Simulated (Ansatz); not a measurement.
LiCl₂⁻. The state is a singlet with charge -1. Geometry r2SCAN-D4/def2-TZVPD.

```xyz
3

Li    0.000    0.000    0.000
Cl    0.750   -0.076   -2.026
Cl   -0.750    0.076    2.026
```

HSE06 is defined as in plane-wave codes, on full-range PBE exchange. The structure comes from a short search, and lower isomers may exist.

Problem. Estimate the orbital energies around the gap (eV) in Ansatz with HF/def2-TZVPD, PBE-D4/def2-SVPD, PBE-D4/def2-TZVPD, r2SCAN-D4/def2-TZVPD, HSE06-D4/def2-TZVPD.

Solution. 
```csv
orbital,HF/def2-TZVPD,PBE-D4/def2-SVPD,PBE-D4/def2-TZVPD,r2SCAN-D4/def2-TZVPD,HSE06-D4/def2-TZVPD
HOMO−9,-211.72,-184.23,-183.69,-186.66,-190.49
HOMO−8,-61.31,-45.47,-45.50,-47.08,-49.17
HOMO−7,-22.55,-13.58,-13.55,-14.39,-15.59
HOMO−6,-22.51,-13.54,-13.52,-14.36,-15.55
HOMO−5,-7.11,-2.56,-2.48,-2.77,-3.42
HOMO−4,-7.03,-2.48,-2.41,-2.70,-3.35
HOMO−3,-6.54,-2.07,-2.01,-2.30,-2.93
HOMO−2,-6.54,-2.07,-2.01,-2.30,-2.93
HOMO−1,-6.40,-1.94,-1.89,-2.19,-2.80
HOMO,-6.40,-1.94,-1.89,-2.19,-2.80
LUMO,4.14,2.83,2.94,3.49,3.11
LUMO+1,4.14,3.54,3.31,3.67,3.41
LUMO+2,4.55,3.69,3.32,3.67,3.41
LUMO+3,4.56,3.69,3.32,3.87,3.45
LUMO+4,6.10,5.31,4.50,5.09,4.66
LUMO+5,6.26,6.22,5.00,5.63,5.18
```
